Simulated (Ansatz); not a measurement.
Input file:

```yaml
crystal:
  periodic: [false, false, false]
  atoms:
    - {symbol: Ga, position_ang: [0.064568, 0.023749, 2.587041]}
    - {symbol: Al, position_ang: [-0.100306, 0.032123, -0.892365]}
    - {symbol: N, position_ang: [-0.023685, -0.000301, 0.760155]}
    - {symbol: H, position_ang: [0.059423, -0.055571, -2.454831]}
basis:
  gaussian: {orbitals: cc-pVDZ}
magnetization: {spin_polarized: false}
correlation: {method: ccsd, electrons: valence}
scf: {lower_state_search: light}
```

```sh
$ ansatz run in.yaml --threads 1 --pin off --events-out ev --progress --plain --max-ram 2393MiB
```

Output:

```
684 factors; integrals over basis functions are off by at most 9.8e-4 eV
mean field evaluation 1: about -60405.7056 eV, gradient 5.3e1 eV
mean field evaluation 2: about -60405.7139 eV, gradient 5.3e1 eV
mean field evaluation 4: about -60412.8858 eV, gradient 5.0e0 eV
mean field evaluation 8: about -60413.0050 eV, gradient 2.9e-3 eV
mean field evaluation 16: about -60412.9954 eV, gradient 2.9e-1 eV
mean field -60413.00502632 eV, -2220.1369853118 hartree, gradient 1.4e-6 eV, S^2 0.000000; 1 other end points of the search recorded, 0 dependent functions left out
15 core orbitals not correlated: weight in the atoms' cores, before any rotation towards them, 1.000 or more for the frozen orbitals, at most 0.000 for the correlated occupied ones
reference -60413.00502632 eV, -2220.1369853118 hartree; 11, 11 occupied and 38, 38 virtual orbitals, 684 factors
second order -8.19344465 eV of doubles, -0.00000000 eV of singles
cycle   1  -8.01388232 eV  change    1.8e-1 eV  update   1.4e-1
cycle   2  -8.43099777 eV  change   -4.2e-1 eV  update   5.6e-2
cycle   3  -8.59014244 eV  change   -1.6e-1 eV  update   3.0e-2
cycle   4  -8.58110833 eV  change    9.0e-3 eV  update   7.8e-3
cycle   5  -8.58302216 eV  change   -1.9e-3 eV  update   3.7e-3
cycle   6  -8.58396715 eV  change   -9.4e-4 eV  update   1.1e-3
cycle   7  -8.58336261 eV  change    6.0e-4 eV  update   6.0e-4
cycle   8  -8.58343067 eV  change   -6.8e-5 eV  update   1.6e-4
cycle   9  -8.58345474 eV  change   -2.4e-5 eV  update   7.4e-5
cycle  10  -8.58341543 eV  change    3.9e-5 eV  update   3.4e-5
cycle  11  -8.58341030 eV  change    5.1e-6 eV  update   1.7e-5
Total energy: -60421.58843663 eV, -2220.4524198224 hartree
```

Ran on 1 thread of Arm Neoverse V2, shared host: 1.6 s wall, 0.2 GiB peak host memory.
